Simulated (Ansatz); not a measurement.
# LiMgH (singlet): wave-function methods side by side at distance Li1–Mg2 = 4.361 Å, cc-pVTZ

One table from this session's results is given with a row withheld; the runs are named, their logs left out.

Program: Ansatz 0.2.0, Gaussian basis. Level of theory: cc-pVTZ, core rule «outside noble gas», up to 6 orbitals frozen. These are calculated values, not measurements.

To be run: UHF; CCSD(T) on RHF; CCSD(T) on UHF; BCCD(T) on RHF; CCSDT(Q) on RHF; CCSDT(Q) on UHF; Full CI.

39 further runs of the same task are left out: 22 for a known fault of the program, 9 that didn't finish, 8 set aside as unsound or not needed. Runs told in other sessions of the task aren't counted.

## The system

The geometry derives from a PBE0/def2-TZVP stationary point (not a proven minimum). One bond is set to the value named and the two fragments are kept rigid.

3 atoms, charge 0, spin multiplicity 1.

Atoms are counted from 1 here; the program's logs count them from 0.

Bond lengths: Mg2–H3 1.746 Å.

The first run:

in.yaml reads:

```yaml
crystal:
  periodic: [false, false, false]
  atoms:
    - {symbol: Li, position_ang: [0.000000, 0.000000, 3.489433]}
    - {symbol: Mg, position_ang: [0.000000, 0.000000, -0.871567]}
    - {symbol: H, position_ang: [0.000000, 0.000000, -2.617867]}
basis:
  gaussian: {orbitals: cc-pVTZ}
magnetization: {spin_polarized: true, initial_magnetization: 0}
hamiltonian: {xc: hf}
output: {orbitals: {seedname: orbitals}}
```

The run is started by

```bash
> ansatz run in.yaml --threads 1 --pin off --events-out ev --progress --plain --max-ram 2393MiB
```

Among the steps run: UHF; CCSD(T) on RHF; CCSD(T) on UHF; BCCD(T) on RHF; CCSDT(Q) on RHF; CCSDT(Q) on UHF; Full CI.

One of the session's tables, all rows but one given; the rest of the session is left out.

| method | from FCI (meV) |
| --- | --- |
| RHF | +2037.5 |
| UHF | +1547.6 |
| RMP2 | +584.2 |
| UMP2 | +607.4 |
| RCCSD | +57.2 |
| UCCSD | ? |
| RCCSD(T) | +15.4 |
| UCCSD(T) | +33.4 |
| BCCD(T) | +14.5 |
| RCCSDT | +2.7 |
| UCCSDT | +6.1 |
| RCCSDT(Q) | +0.6 |
| UCCSDT(Q) | +1.5 |
| FCI | 0 |

Estimate the missing values for UCCSD.

The run gave: from FCI (meV): +80.6. In the column «from FCI (meV)» it lies between RCCSD (+57.2) and RMP2 (+584.2).

Limits of these values: The determinant of HF (⟨S²⟩ 0.84) is far from a pure spin state, so its energy mixes those of several spin states; that is harmless only where they are near-degenerate. The determinant of CCSD(T) (⟨S²⟩ 0.84) is far from a pure spin state, so its energy mixes those of several spin states; high orders of coupled cluster remove much of that, low ones don't. The determinant of CCSDT(Q) (⟨S²⟩ 0.84) is far from a pure spin state, so its energy mixes those of several spin states; high orders of coupled cluster remove much of that, low ones don't. Restricted and unrestricted rows rest on different reference determinants; a gap between their highest levels can come from leftover correlation error, from unlike frozen cores or from another state.
